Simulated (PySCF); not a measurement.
Gas-phase reaction: 4 AlCl₂ + C₂H₄ + 2 HCl → Al(CH₃)₂Cl + 3 AlCl₃. Level: ωB97M-V/def2-TZVP†; standard pressure 1 bar.

Energies from PySCF, thermal terms from the rigid-rotor harmonic-oscillator model, ideal gas at 1 bar. † marks an energy on the PBE0/def2-TZVP geometry and frequencies. Open shells (unrestricted): AlCl₂ (multiplicity 2); the rest are closed-shell singlets. Methyl groups turn as free rotors in Al(CH₃)₂Cl. Al(CH₃)₂Cl: computed as isolated molecules; such fragments, hydroxides, amides, oligomers or adducts are transient or little studied in the gas. The harmonic model lacks anharmonicity and excited electronic states, which grow with temperature; levels with a mode under 35 cm⁻¹ are left out.

```json
[
 {"T (K)": "600", "1000/T (1/K)": "1.6667", "log10 K": "64.55"},
 {"T (K)": "800", "1000/T (1/K)": "1.2500", "log10 K": "42.52"},
 {"T (K)": "1000", "1000/T (1/K)": "1.0000", "log10 K": "?"},
 {"T (K)": "1200", "1000/T (1/K)": "0.8333", "log10 K": "20.66"},
 {"T (K)": "1400", "1000/T (1/K)": "0.7143", "log10 K": "14.48"},
 {"T (K)": "1600", "1000/T (1/K)": "0.6250", "log10 K": "9.87"}
]
```

Q: Fit log10 K = a + b·(1000/T) to the five rows, get the mean ΔH° and ΔS°, and predict log10 K at 1000 K.

A: Means: 1000/T = 1.0179, log10 K = 30.416. Sums of products about the means: Sxy = 39.66713, Sxx = 0.755432, so b = Sxy/Sxx = 52.51 and a = 30.416 − (52.51)×1.0179 = -23.03.
ΔH° = −R ln 10 × 1000 K × b = −19.145 × (52.51) = -1005 kJ; ΔS° = R ln 10 × a = -441 J/K. The run's own values go from -1014 kJ and -455 J/K at 600 K to -985 kJ and -427 J/K at 1600 K.
Prediction at 1000 K: -23.03 + (52.51)×1.0000 = 29.48. The computed value is 29.38, 0.10 from the line.
For scale, ΔH°(298 K) is -1019 kJ at this level, -1021 kJ at ωB97X-V/def2-TZVP†, and runs from -1021 to -816 kJ over the 19 levels computed.
